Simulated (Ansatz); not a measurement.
Abridged output of a molecular run in Ansatz:

```
Functional definition: HF
  name "HF"
  cite "Fock, Z. Phys. 61, 126 (1930) doi:10.1007/BF01340294"
  parent pbe
  exchange = exact_x
  correlation = 0
2532 factors; integrals over basis functions are off by at most 9.9e-4 eV
mean field evaluation 1: about -7462.6390 eV, gradient 4.8e1 eV
mean field evaluation 2: about -7462.9391 eV, gradient 4.8e1 eV
mean field evaluation 4: about -7469.3531 eV, gradient 5.3e0 eV
mean field evaluation 8: about -7469.4503 eV, gradient 2.7e-1 eV
mean field -7469.45055832 eV, -274.4972450427 hartree, gradient 1.5e-6 eV, S^2 0.000000; 0 other end points of the search recorded, 0 dependent functions left out
7 core orbitals not correlated: weight in the atoms' cores, before any rotation towards them, 1.000 or more for the frozen orbitals, at most 0.000 for the correlated occupied ones
reference -7469.45055832 eV, -274.4972450427 hartree; 22, 22 occupied and 412, 412 virtual orbitals, 2532 factors
second order -33.91787192 eV of doubles, -0.00000000 eV of singles
cycle   1  -35.18367381 eV  change    -1.3e0 eV  update   1.1e-1
cycle   2  -35.99465298 eV  change   -8.1e-1 eV  update   3.0e-2
cycle   3  -36.10605924 eV  change   -1.1e-1 eV  update   1.1e-2
cycle   4  -36.10341373 eV  change    2.6e-3 eV  update   2.4e-3
cycle   5  -36.10413242 eV  change   -7.2e-4 eV  update   7.5e-4
cycle   6  -36.10435191 eV  change   -2.2e-4 eV  update   1.9e-4
cycle   7  -36.10431833 eV  change    3.4e-5 eV  update   5.2e-5
perturbative correction -1.41349290 eV, -0.0519449059 hartree
Total energy: -7506.96836955 eV, -275.8759991750 hartree
```

Its atoms:

Cartesian coordinates in Å:
```
C -2.1642 0.8113 -0.1576
C -1.4670 -0.4689 0.2765
C 0.0630 -0.4054 0.3031
C 0.6701 -0.0745 -1.0598
C 0.2665 -1.0232 -2.1760
C 0.5601 0.5499 1.3885
C 2.0428 0.4310 1.7020
H -1.9113 1.6526 0.4918
H -1.8983 1.0919 -1.1798
H -3.2494 0.6897 -0.1260
H -1.7817 -1.2874 -0.3784
H -1.8121 -0.7433 1.2797
H 0.4108 -1.4125 0.5766
H 0.4038 0.9531 -1.3341
H 1.7602 -0.0837 -0.9694
H 0.8075 -0.7977 -3.0979
H -0.8008 -0.9615 -2.4009
H 0.4868 -2.0611 -1.9088
H -0.0114 0.3598 2.3043
H 0.3328 1.5822 1.0992
H 2.3201 1.0781 2.5374
H 2.3042 -0.5951 1.9772
H 2.6674 0.7145 0.8522
```

Question: Which basis set was used?
A. def2-SVP
B. def2-QZVPP
C. def2-TZVPP
D. def2-TZVPPD

Answer: C. It gives 441 functions.

Question: Write the keys of the input that set method, charge and spin (a neutral closed shell needs none for the last two).

Answer: 
```yaml
correlation: {method: ccsd_t}
```
